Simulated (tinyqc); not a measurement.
MP2 on RHF in the sto-6g basis, for HF, spin multiplicity 1, step by step. Computed by tinyqc, a small Python program that keeps every step (integrals from PySCF). Settings: charge = 0, multiplicity = 1, basis = sto-6g, method = RHF, energy threshold = 1e-10, iteration cap = 52, orthogonalisation = canonical, start = atomic densities, DIIS depth = 6. Command: `OMP_NUM_THREADS=1 python tinyqc.py 29514 29515 out.jsonl` (the two numbers bound the seeds that draw the settings). One thread of a shared host (Intel(R) Xeon(R) Processor @ 2.60GHz), about 0.2 s of CPU time with the checks. The early iterations of the SCF are left out here.

## One-electron integrals

Geometry (angstrom):
```
atom         x         y         z
F     0.000000  0.000000  0.000000
H     0.000000  0.000000  0.964000
```

Basis sto-6g: exponents (1/bohr^2) and contraction coefficients of normalised primitives:
```
element  l (shell)     exponent  coefficient
F            s (1)  1728.626574     0.009164
F            s (1)   316.941790     0.049361
F            s (1)    88.668891     0.168538
F            s (1)    30.460157     0.370563
F            s (1)    11.828570     0.416492
F            s (1)     4.871659     0.130334
F            s (2)    67.032281    -0.013253
F            s (2)    13.267438    -0.046992
F            s (2)     4.123510    -0.033785
F            s (2)     1.586463     0.250242
F            s (2)     0.689002     0.595117
F            s (2)     0.315820     0.240706
F            p (3)    67.032281     0.003760
F            p (3)    13.267438     0.037679
F            p (3)     4.123510     0.173897
F            p (3)     1.586463     0.418036
F            p (3)     0.689002     0.425860
F            p (3)     0.315820     0.101708
H            s (1)    35.523221     0.009164
H            s (1)     6.513144     0.049361
H            s (1)     1.822143     0.168538
H            s (1)     0.625955     0.370563
H            s (1)     0.243077     0.416492
H            s (1)     0.100112     0.130334
```

Overlap, kinetic and nuclear-attraction integrals over the contracted functions; the nuclear repulsion is the sum of Za Zb / Rab.

nuclear repulsion = 4.94045114 hartree

overlap S, order 1F 1s, 1F 2s, 1F 2px, 1F 2py, 1F 2pz, 2H 1s:
$$\begin{pmatrix}
1.000000 & 0.232479 & 0.000000 & 0.000000 & 0.000000 & 0.045450 \\
0.232479 & 1.000000 & 0.000000 & 0.000000 & 0.000000 & 0.420895 \\
0.000000 & 0.000000 & 1.000000 & 0.000000 & 0.000000 & 0.000000 \\
0.000000 & 0.000000 & 0.000000 & 1.000000 & 0.000000 & 0.000000 \\
0.000000 & 0.000000 & 0.000000 & 0.000000 & 1.000000 & 0.331577 \\
0.045450 & 0.420895 & 0.000000 & 0.000000 & 0.331577 & 1.000000
\end{pmatrix}$$

kinetic energy T (hartree), order 1F 1s, 1F 2s, 1F 2px, 1F 2py, 1F 2pz, 2H 1s:
$$\begin{pmatrix}
37.397730 & -1.143349 & 0.000000 & 0.000000 & 0.000000 & -0.002521 \\
-1.143349 & 1.082297 & 0.000000 & 0.000000 & 0.000000 & 0.103745 \\
0.000000 & 0.000000 & 3.251325 & 0.000000 & 0.000000 & 0.000000 \\
0.000000 & 0.000000 & 0.000000 & 3.251325 & 0.000000 & 0.000000 \\
0.000000 & 0.000000 & 0.000000 & 0.000000 & 3.251325 & 0.234115 \\
-0.002521 & 0.103745 & 0.000000 & 0.000000 & 0.234115 & 0.768522
\end{pmatrix}$$

nuclear attraction V (hartree), order 1F 1s, 1F 2s, 1F 2px, 1F 2py, 1F 2pz, 2H 1s:
$$\begin{pmatrix}
-78.371391 & -7.993327 & 0.000000 & 0.000000 & -0.014411 & -1.795379 \\
-7.993327 & -12.021186 & 0.000000 & 0.000000 & -0.164897 & -3.866476 \\
0.000000 & 0.000000 & -11.985963 & 0.000000 & 0.000000 & 0.000000 \\
0.000000 & 0.000000 & 0.000000 & -11.985963 & 0.000000 & 0.000000 \\
-0.014411 & -0.164897 & 0.000000 & 0.000000 & -12.090095 & -2.709871 \\
-1.795379 & -3.866476 & 0.000000 & 0.000000 & -2.709871 & -6.004347
\end{pmatrix}$$

core Hamiltonian H = T + V (hartree), order 1F 1s, 1F 2s, 1F 2px, 1F 2py, 1F 2pz, 2H 1s:
$$\begin{pmatrix}
-40.973661 & -9.136676 & 0.000000 & 0.000000 & -0.014411 & -1.797900 \\
-9.136676 & -10.938890 & 0.000000 & 0.000000 & -0.164897 & -3.762731 \\
0.000000 & 0.000000 & -8.734637 & 0.000000 & 0.000000 & 0.000000 \\
0.000000 & 0.000000 & 0.000000 & -8.734637 & 0.000000 & 0.000000 \\
-0.014411 & -0.164897 & 0.000000 & 0.000000 & -8.838770 & -2.475756 \\
-1.797900 & -3.762731 & 0.000000 & 0.000000 & -2.475756 & -5.235825
\end{pmatrix}$$

## Two-electron integrals

Functions are numbered as in S; the eight-fold symmetry (ij|kl) = (ji|kl) = (kl|ij) leaves the list below.

Two-electron integrals (ij|kl) in chemists' order, unique and non-zero (hartree):
```
(11|11) 5.406240   (21|11) 0.768129   (21|21) 0.138909   (22|11) 1.266271
(22|21) 0.283987   (22|22) 0.926367   (31|31) 0.029452   (32|31) 0.044681
(32|32) 0.204753   (33|11) 1.266273   (33|21) 0.283987   (33|22) 0.926366
(33|33) 0.998085   (41|41) 0.029452   (42|41) 0.044681   (42|42) 0.204753
(43|43) 0.053789   (44|11) 1.266273   (44|21) 0.283987   (44|22) 0.926366
(44|33) 0.890506   (44|44) 0.998085   (51|51) 0.029452   (52|51) 0.044681
(52|52) 0.204753   (53|53) 0.053789   (54|54) 0.053789   (55|11) 1.266273
(55|21) 0.283987   (55|22) 0.926366   (55|33) 0.890506   (55|44) 0.890506
(55|55) 0.998085   (61|11) 0.160247   (61|21) 0.027770   (61|22) 0.055508
(61|33) 0.055412   (61|44) 0.055412   (61|51) 0.001203   (61|52) 0.002347
(61|55) 0.055699   (61|61) 0.005644   (62|11) 0.389240   (62|21) 0.088529
(62|22) 0.320185   (62|33) 0.315730   (62|44) 0.315730   (62|51) 0.006387
(62|52) 0.047294   (62|55) 0.329093   (62|61) 0.017686   (62|62) 0.134457
(63|31) 0.010039   (63|32) 0.056767   (63|53) 0.009962   (63|63) 0.020177
(64|41) 0.010039   (64|42) 0.056767   (64|54) 0.009962   (64|64) 0.020177
(65|11) 0.257022   (65|21) 0.059305   (65|22) 0.229340   (65|33) 0.219445
(65|44) 0.219445   (65|51) 0.013841   (65|52) 0.089269   (65|55) 0.249131
(65|61) 0.012390   (65|62) 0.118207   (65|65) 0.123527   (66|11) 0.528854
(66|21) 0.122540   (66|22) 0.508055   (66|33) 0.490504   (66|44) 0.490504
(66|51) 0.011696   (66|52) 0.119136   (66|55) 0.543155   (66|61) 0.024693
(66|62) 0.269254   (66|65) 0.274781   (66|66) 0.774999
```

## Orthogonalisation

S = U s U^T; canonical form X = U s^(-1/2), so that X^T S X = 1. Each column of U has its largest component positive (the first on a tie).

eigenvalues of S: [0.445132, 0.849253, 1.000000, 1.000000, 1.121650, 1.583965]

X, order 1F 1s, 1F 2s, 1F 2px, 1F 2py, 1F 2pz, 2H 1s:
$$\begin{pmatrix}
0.288451 & 0.761724 & 0.000000 & 0.000000 & -0.588762 & 0.226691 \\
-0.885540 & -0.442668 & 0.000000 & 0.000000 & -0.351782 & 0.467183 \\
0.000000 & 0.000000 & -0.233511 & 0.972354 & 0.000000 & 0.000000 \\
0.000000 & 0.000000 & 0.972354 & 0.233511 & 0.000000 & 0.000000 \\
-0.602411 & 0.576701 & 0.000000 & 0.000000 & 0.609253 & 0.296946 \\
1.008087 & -0.262189 & 0.000000 & 0.000000 & 0.223525 & 0.522974
\end{pmatrix}$$

Within a degenerate level the vectors are fixed only up to a rotation; this is one choice.

## Iteration 7 (converged): orbitals

converged F (hartree), order 1F 1s, 1F 2s, 1F 2px, 1F 2py, 1F 2pz, 2H 1s:
$$\begin{pmatrix}
-26.238186 & -6.369742 & 0.000000 & 0.000000 & -0.022223 & -1.254945 \\
-6.369742 & -2.911480 & 0.000000 & 0.000000 & -0.085104 & -1.049375 \\
0.000000 & 0.000000 & -0.472267 & 0.000000 & 0.000000 & 0.000000 \\
0.000000 & 0.000000 & 0.000000 & -0.472267 & 0.000000 & 0.000000 \\
-0.022223 & -0.085104 & 0.000000 & 0.000000 & -0.346331 & -0.558347 \\
-1.254945 & -1.049375 & 0.000000 & 0.000000 & -0.558347 & -0.538853
\end{pmatrix}$$

Diagonalise F' = X^T F X, C = X C', fill 5 alpha and 5 beta electrons from the bottom; D = 2 C_occ C_occ^T. Each column has its largest component positive (the first on a tie).

F' = X^T F X (hartree):
$$\begin{pmatrix}
-0.146629 & -2.563269 & 0.000000 & 0.000000 & 1.872180 & -0.741117 \\
-2.563269 & -11.200666 & 0.000000 & 0.000000 & 10.924689 & -5.740035 \\
0.000000 & 0.000000 & -0.472267 & 0.000000 & 0.000000 & 0.000000 \\
0.000000 & 0.000000 & 0.000000 & -0.472267 & 0.000000 & 0.000000 \\
1.872180 & 10.924689 & 0.000000 & 0.000000 & -11.853847 & 6.291594 \\
-0.741117 & -5.740035 & 0.000000 & 0.000000 & 6.291594 & -4.521258
\end{pmatrix}$$

orbital energies (hartree): MO1 -26.241505, MO2 -1.471684, MO3 -0.579358, MO4 -0.472267, MO5 -0.472267, MO6 0.570146

coefficients C, order 1F 1s, 1F 2s, 1F 2px, 1F 2py, 1F 2pz, 2H 1s:
$$\begin{pmatrix}
0.997085 & -0.238508 & 0.070991 & 0.000000 & 0.000000 & 0.073160 \\
0.012879 & 0.951970 & -0.399942 & 0.000000 & 0.000000 & -0.505747 \\
0.000000 & 0.000000 & 0.000000 & -0.197419 & 0.980319 & 0.000000 \\
0.000000 & 0.000000 & 0.000000 & 0.980319 & 0.197419 & 0.000000 \\
0.001903 & 0.076083 & 0.700592 & 0.000000 & 0.000000 & -0.811313 \\
-0.003196 & 0.140747 & 0.534383 & 0.000000 & 0.000000 & 1.050268
\end{pmatrix}$$

D after iteration 7, order 1F 1s, 1F 2s, 1F 2px, 1F 2py, 1F 2pz, 2H 1s:
$$\begin{pmatrix}
2.112207 & -0.485207 & 0.000000 & 0.000000 & 0.066973 & 0.002361 \\
-0.485207 & 2.132733 & 0.000000 & 0.000000 & -0.415486 & -0.159553 \\
0.000000 & 0.000000 & 2.000000 & 0.000000 & 0.000000 & 0.000000 \\
0.000000 & 0.000000 & 0.000000 & 2.000000 & 0.000000 & 0.000000 \\
0.066973 & -0.415486 & 0.000000 & 0.000000 & 0.993242 & 0.770174 \\
0.002361 & -0.159553 & 0.000000 & 0.000000 & 0.770174 & 0.610770
\end{pmatrix}$$

Within a degenerate level the vectors are fixed only up to a rotation; this is one choice.

## Convergence

Stop when the energy changes by less than 1e-10 hartree and every element of the error matrix X^T (F D S - S D F) X is below 3e-06.

Course of the cycle:
```
iteration    E (hartree)     change  largest element of the error matrix
1          -100.32767270          -                             9.56e-01
2           -99.46705459   8.61e-01                             1.89e-01
3           -99.50084673  -3.38e-02                             2.79e-02
4           -99.50158903  -7.42e-04                             4.09e-03
5           -99.50159700  -7.98e-06                             6.66e-05
6           -99.50159701  -2.50e-09                             1.49e-06
7           -99.50159701  -2.49e-12                             1.21e-08
```

PySCF RHF in the same basis = -99.50159701 hartree

Converged in 7 iterations.

## Integrals over molecular orbitals

(pq|rs) = sum C_ip C_jq C_kr C_ls (ij|kl), one index at a time.

one-electron integrals over orbitals h = C^T H C (hartree):
$$\begin{pmatrix}
-40.959930 & 0.715932 & -0.208306 & 0.000000 & 0.000000 & -0.224819 \\
0.715932 & -9.214030 & 0.566031 & 0.000000 & 0.000000 & 1.168068 \\
-0.208306 & 0.566031 & -7.561732 & 0.000000 & 0.000000 & 1.905135 \\
0.000000 & 0.000000 & 0.000000 & -8.734637 & 0.000000 & 0.000000 \\
0.000000 & 0.000000 & 0.000000 & 0.000000 & -8.734637 & 0.000000 \\
-0.224819 & 1.168068 & 1.905135 & 0.000000 & 0.000000 & -6.127946
\end{pmatrix}$$

Two-electron integrals over orbitals (pq|rs), unique and non-zero (hartree):
```
(11|11) 5.381120    (21|11) -0.519340   (21|21) 0.080959    (22|11) 1.222652
(22|21) -0.021535   (22|22) 0.861821    (31|11) 0.159007    (31|21) -0.023068
(31|22) 0.012740    (31|31) 0.023549    (32|11) -0.147874   (32|21) 0.008828
(32|22) -0.023943   (32|31) 0.020870    (32|32) 0.156013    (33|11) 0.996700
(33|21) -0.010473   (33|22) 0.752404    (33|31) -0.005347   (33|32) -0.044796
(33|33) 0.760095    (41|41) 0.030394    (42|41) 0.039126    (42|42) 0.182405
(43|41) -0.010912   (43|42) -0.040897   (43|43) 0.046482    (44|11) 1.265974
(44|21) -0.013747   (44|22) 0.883048    (44|31) 0.004043    (44|32) -0.076602
(44|33) 0.749149    (44|44) 0.998085    (51|51) 0.030394    (52|51) 0.039126
(52|52) 0.182405    (53|51) -0.010912   (53|52) -0.040897   (53|53) 0.046482
(54|54) 0.053789    (55|11) 1.265974    (55|21) -0.013747   (55|22) 0.883048
(55|31) 0.004043    (55|32) -0.076602   (55|33) 0.749149    (55|44) 0.890506
(55|55) 0.998085    (61|11) 0.169881    (61|21) -0.028657   (61|22) 0.001199
(61|31) -0.008596   (61|32) -0.025165   (61|33) 0.011662    (61|44) 0.004180
(61|55) 0.004180    (61|61) 0.026725    (62|11) -0.243556   (62|21) 0.005976
(62|22) -0.126759   (62|31) -0.020437   (62|32) -0.049712   (62|33) -0.037325
(62|44) -0.124160   (62|55) -0.124160   (62|61) 0.015837    (62|62) 0.096223
(63|11) -0.361444   (63|21) 0.005727    (63|22) -0.173972   (63|31) 0.002344
(63|32) 0.093496    (63|33) -0.120877   (63|44) -0.200747   (63|55) -0.200747
(63|61) -0.005867   (63|62) 0.055365    (63|63) 0.181777    (64|41) -0.010409
(64|42) -0.040966   (64|43) -0.015627   (64|64) 0.031145    (65|51) -0.010409
(65|52) -0.040966   (65|53) -0.015627   (65|65) 0.031145    (66|11) 0.885769
(66|21) -0.008902   (66|22) 0.678556    (66|31) 0.015382    (66|32) 0.069008
(66|33) 0.670133    (66|44) 0.649048    (66|55) 0.649048    (66|61) -0.009487
(66|62) -0.066797   (66|63) -0.013502   (66|66) 0.714265
```

## Second-order Moller-Plesset energy

Hartree-Fock energy = -99.50159701 hartree

E2 = sum_ijab (ia|jb) [2 (ia|jb) - (ib|ja)] / (e_i + e_j - e_a - e_b) over occupied i, j and virtual a, b; the opposite-spin part is (ia|jb)^2 / denominator, the rest is same-spin, and SCS-MP2 scales them by 6/5 and 1/3.

Terms:
```
i  j  a  b    (ia|jb)    (ib|ja)  denominator       term
3  3  6  6   0.181777   0.181777    -2.299008  -0.014373
2  2  6  6   0.096223   0.096223    -4.083661  -0.002267
2  3  6  6   0.055365   0.055365    -3.191334  -0.000960
3  2  6  6   0.055365   0.055365    -3.191334  -0.000960
5  5  6  6   0.031145   0.031145    -2.084828  -0.000465
4  4  6  6   0.031145   0.031145    -2.084828  -0.000465
1  1  6  6   0.026725   0.026725   -53.623303  -0.000013
2  1  6  6   0.015837   0.015837   -28.853482  -0.000009
1  2  6  6   0.015837   0.015837   -28.853482  -0.000009
3  1  6  6  -0.005867  -0.005867   -27.961156  -1.23e-06
1  3  6  6  -0.005867  -0.005867   -27.961156  -1.23e-06
```

Pair energies (hartree; pair i-j sums ij and ji):
```
pair  opposite spin  same spin
1-1       -0.000013   0.000000
2-1       -0.000017   0.000000
2-2       -0.002267   0.000000
3-1       -2.46e-06   0.000000
3-2       -0.001921   0.000000
3-3       -0.014373   0.000000
4-4       -0.000465   0.000000
5-5       -0.000465   0.000000
```

MP2 correlation energy = -0.01952463 hartree

SCS-MP2 correlation energy = -0.02342955 hartree

MP2 total energy = -99.52112163 hartree
